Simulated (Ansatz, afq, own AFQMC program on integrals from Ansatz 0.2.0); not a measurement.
**GeNH4, quartet: AFQMC among the cluster methods**

```csv
atom,x (Å),y (Å),z (Å)
Ge,0.0000,0.0132,0.2966
N,0.0000,-0.1277,-1.5671
H,0.0000,1.4630,0.8219
H,1.2578,-0.7228,0.7840
H,-1.2578,-0.7228,0.7840
H,0.0000,0.8080,-1.9853
```

Connectivity, by distances: GeH3–NH.

Basis cc-pVDZ. Noble-gas cores (and the filled d shells of Ga–Kr and In–Xe) are frozen. AFQMC by an in-house program on the Cholesky factors that Ansatz 0.2.0 writes for its CCSD(T) run. ph-AFQMC/CISD is guided by a CISD state made of CCSD amplitudes; releasing the constraint for a short imaginary time cuts its bias at the price of noise, slowly where states lie close. ± is one standard error of the sampling. No spin–orbit coupling.

Determinant: UHF, the one that the program's search chose, which needn't be the lowest solution. The geometry is a PBE0/def2-TZVP stationary point of this or a neighbouring charge and spin state.

No full CI on the walks' own integrals is used here. The released AFQMC energy serves as the reference, which it does only where one determinant dominates, the energy is flat over the last release times and near the phaseless one (40 meV or 2 meV an electron, half that with transition metals). On small molecules, where full CI could be run and the noise was under 10 meV, such values lay within 10 meV of it in 19 cases of 20, a flattering rate, since the rule was set on those same cases; what remains of the bias isn't in the error bar.

Cautions: no relativity below Rb; no spin-orbit coupling; inner d shell frozen; another spin lies lower (by 6.36 eV); the ph-AFQMC/HF walk drifts between its halves (2.4 errors); the released value is read at 2.40 1/Eh (meV from the phaseless value at times in 1/Eh: -9 ± 3 at 0.24, -6 ± 4 at 0.51, -15 ± 4 at 0.99, -7 ± 5 at 1.62, -11 ± 5 at 2.40).

The T1 diagnostic is 0.0243 and the weight of the determinant in the CISD state is 0.871. The ⟨S²⟩ of the determinant is 3.765 and the size of the correlated space is 13 electrons in 46 orbitals.

Reference: AFQMC with the constraint released, correlation energy -7.237 ± 0.005 eV.

```csv
level,E − E(reference) (kJ/mol),share of correlation (%)
HF,698.2 ± 0.5,0.00
MP2,135.1 ± 0.5,80.64
CCSD,21.1 ± 0.5,96.97
CCSD(T),4.2 ± 0.5,99.40
ph-AFQMC/HF,1.0 ± 2.6,99.86
ph-AFQMC/CISD,1.0 ± 0.6,99.85
```

A walk keeps the symmetry of its determinant, which the program's search chose and which needn't be the lowest solution, so a lower state of the same spin and another symmetry isn't excluded. Released energies are given only where the last usable release times agree within the noise; a slower fall can still hide under it.
